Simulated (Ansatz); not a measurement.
A made-up structure of CH$_{3}$SSi (charge +1), closed shell:

Si1  (-0.409, 0.509, -0.332)
C2  (0.657, -0.820, 0.533)
S3  (1.488, -1.852, 1.206)
H4  (-1.549, -0.288, -0.827)
H5  (0.517, 1.018, -1.362)
H6  (0.856, -1.032, 1.552)
(Å)

It is relaxed with PBE-D4/def2-SVP and then PBE0-D4/def2-TZVP (Ansatz 0.2.0). Atoms count as bonded within 1.22 times the sum of their covalent radii (H–H: 0.88 Å). The end point is not checked to be a true minimum.

Task: Does its bonding change? (A judgement: the text doesn't fix the answer.)

Result: Computed: Yes. Formed: none; broken: S3–H6.

Where it ends: The first stage lowers the energy by 5.72 eV in 15 steps. It ends as CH₃SSi ([SiH2][CH][S]), total charge +1:
```xyz
6
angstrom
Si -0.1517 -0.0417 -0.6192
C 0.7609 -1.0176 0.5949
S 1.6487 -2.2203 1.0638
H -1.6223 -0.1521 -0.5841
H 0.4817 1.2123 -1.0690
H 0.4419 -0.2450 1.3835
```

Labels in which every atom is bracketed show which atoms are joined, not bond orders.

For scale, one of the runs: PBE0-D4/def2-TZVP relaxation, 123 basis functions, launched by `ansatz run in.yaml --threads 2 --pin off --events-out ev --progress --plain --max-ram 4352MiB`. The run took about 16 s on 2 CPU threads of an Arm Neoverse V2 (shared host).
